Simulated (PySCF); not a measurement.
Atom-mapped SMILES (the numbers label the heavy atoms): `[CH2:1]=[CH:2][CH2:3][O:4][CH2:5][CH3:6]`. Each H is labelled by its parent atom. Ha(C1) is cis to C3; Hb(C1) is trans to C3.

GIAO PBE0/pcSseg-1 shifts (PySCF, gas phase, non-relativistic, equivalent atoms averaged), each against references optimised in the same way as the molecule (TMS, H2O).

On the GFN2-xTB geometry: C2 147.1, C1 120.1, C3 79.0, C5 71.0, C6 18.1, O4 53.9, H(C2) 6.40, Ha(C1) 5.44, Hb(C1) 5.35, H(C3) 4.18, H(C5) 3.55, H(C6) 1.30 ppm.

Question: What changes on the GFN2-xTB geometry?

Answer: 
```tsv
atoms	δ (ppm)	change
C2	147.1	+0.0
C1	120.1	+0.0
C3	79.0	+0.0
C5	71.0	+0.0
C6	18.1	+0.0
O4	53.9	+0.0
H(C2)	6.40	+0.00
Ha(C1)	5.44	+0.00
Hb(C1)	5.35	+0.00
H(C3)	4.18	+0.00
H(C5)	3.55	+0.00
H(C6)	1.30	+0.00
```

Bonds between heavy atoms that differ most (equivalent bonds averaged): C1–C2 1.319 → 1.319 Å. Mean change of bonds to hydrogen: C–H +0.000 Å.
